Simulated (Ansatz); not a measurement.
Equilibrium lattice constant a (Å) of 26 elemental solids other than molecular ones, computed with LDA (plane waves, PAW; Ansatz, a quantum-chemistry and plane-wave program) and with PBEsol (PAW; Ansatz). The set holds measured phases with no doubt noted on the run or the magnetic state but for the caveats below. 208 more of the class have both values but aren't in it, for one of these reasons: built or high-temperature cells, doubts on the run or the magnetic state, unlike cells, values of zero, layered or molecular crystals, cells that aren't cubic. Solids without a value at one level (not run, failed, or a magnetic order lost), or held back for tests, aren't counted.

All rows, in order of the shift (worked out from unrounded values):

```csv
solid,LDA,PBEsol,shift (%)
fcc Ir,3.811,3.830,+0.51
bcc Mo,3.111,3.130,+0.58
bcc W,3.135,3.154,+0.61
fcc Pt,3.894,3.918,+0.62
fcc Rh,3.754,3.780,+0.70
bcc Nb,3.247,3.271,+0.75
fcc Al,3.982,4.014,+0.79
bcc Ta,3.253,3.281,+0.85
fcc Au,4.047,4.083,+0.87
fcc Pd,3.840,3.876,+0.94
diamond-structure Ge,5.621,5.675,+0.96
grey tin (α-Sn),6.472,6.539,+1.03
fcc Pb,4.880,4.933,+1.10
bcc V,2.926,2.959,+1.11
fcc Ni,3.423,3.463,+1.16
fcc Cu,3.518,3.563,+1.29
fcc Ag,4.001,4.054,+1.32
bcc Fe,2.750,2.788,+1.35
bcc Li,3.363,3.434,+2.11
fcc Ca,5.337,5.455,+2.21
fcc Sr,5.793,5.922,+2.23
bcc Ba,4.757,4.881,+2.60
bcc Na,4.053,4.171,+2.91
bcc K,5.044,5.215,+3.40
bcc Rb,5.376,5.569,+3.59
bcc Cs,5.766,6.012,+4.26
```

The shift from LDA to PBEsol has a median of +1.11 %, and eight in ten lie between +0.62 % and +3.15 %; PBEsol is the larger in 26 of 26.

Ansatz's runs of these crystals have no spin polarisation, but for bcc Fe, fcc Ni.

Density-functional runs with spin start from parallel moments for bcc Fe, parallel moments for fcc Ni.

Spin–orbit coupling is left out, also for the solids with elements from indium on (bcc Ta, fcc Pt, bcc Ba, grey tin (α-Sn), bcc W, fcc Ir, bcc Cs, fcc Pb, fcc Au); its size isn't shown.

Caveats: the gap of the solid is closed in this run (diamond-structure Ge). Ansatz's density-functional and Hartree–Fock values are scalar-relativistic unless marked +SOC, with PAW data made under PBE.
